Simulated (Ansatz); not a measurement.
# Na under compression and expansion

```cif
data_structure
_symmetry_space_group_name_H-M 'Im-3m'
_symmetry_Int_Tables_number 229
_cell_length_a 4.1949
_cell_length_b 4.1949
_cell_length_c 4.1949
_cell_angle_alpha 90.000
_cell_angle_beta 90.000
_cell_angle_gamma 90.000
_cell_volume 73.82
loop_
_atom_site_label
_atom_site_type_symbol
_atom_site_symmetry_multiplicity
_atom_site_Wyckoff_symbol
_atom_site_fract_x
_atom_site_fract_y
_atom_site_fract_z
_atom_site_occupancy
Na1 Na 2 a 0.00000 0.00000 0.00000 1
```

The runs use the primitive cell with vectors (-2.097, 2.097, 2.097), (2.097, -2.097, 2.097), (2.097, 2.097, -2.097) Å, to which the k mesh refers.

The cell was built from the bcc type and relaxed in the same program, and has space group Im-3m; it needn't be a known or the stable phase.

Levels of theory: DFT, PBE, all-electron LAPW, scalar-relativistic (Ansatz 0.2.0); DFT, PBE, PAW with Ansatz's default frozen-core files, scalar-relativistic (Ansatz 0.2.0).

For LAPW: a Γ-centred 13×13×13 k mesh, Fermi–Dirac smearing of 0.08 eV, basis error target 0.5 meV/atom, no spin polarisation. PAW takes a cutoff of 420 eV at this cell. The Ansatz runs share mesh, smearing and spin set-up. Plane-wave (PAW) pressures include the program's estimate of the Pulay term.

The cell above is scaled evenly, with fractional coordinates and shape held.

| V/V(cell) | V (Å³/atom) | P, LAPW (GPa) | P, PAW (GPa) |
| --- | --- | --- | --- |
| 0.9500 | 35.063 | 0.47 | 0.46 |
| 0.9750 | 35.986 | 0.24 | 0.23 |
| 1.0000 | 36.909 | 0.03 | 0.02 |
| 1.0250 | 37.831 | -0.15 | -0.16 |
| 1.0500 | 38.754 | ? | ? |

**Question.** Fill in the row V/V(cell) = 1.0500.

**Answer.** P, LAPW (GPa) = -0.32, P, PAW (GPa) = -0.33.

**Question.** What do Birch–Murnaghan fits to the pressures give?

**Answer.** LAPW: V0 = 37.06 Å³/atom, B0 = 8 GPa, B0′ = 3.7; PAW: V0 = 37.01 Å³/atom, B0 = 8 GPa, B0′ = 3.7.

PAW's V0 lies -0.14 % from the all-electron value and its B0 0.2 %. Symmetry fixes shape and coordinates here, so this is the relaxed modulus.
